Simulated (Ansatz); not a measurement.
Corundum Cr2O3 was calculated with PBE (plane waves, PAW; Ansatz, a program for electronic structure).

Numerical settings: plane-wave cutoff 520 eV, 8×8×8 k mesh, perturbation theory, spin-polarised with opposed moments, scalar-relativistic PAW data made under PBE.

Computed at the level's own relaxed cell.

**Question.** Predict the high-frequency dielectric constant (mean over three axes) and dielectric constant ε0 (ions relaxed) (mean over three axes).

**Answer.** 
- high-frequency dielectric constant (mean over three axes) = 9.88
- dielectric constant ε0 (ions relaxed) (mean over three axes) = 15.3

Measured, for comparison: static dielectric constant 12.8 (temperature not stated, no zero-point or thermal correction, polycrystalline average of the tensor's eigenvalues; as tabulated in Petousis et al. (2017), doi:10.1038/sdata.2016.134). Computed (rounded) less measured: static dielectric constant +20 %.

It cost around 2.0 core-hours (rough) of CPU time.
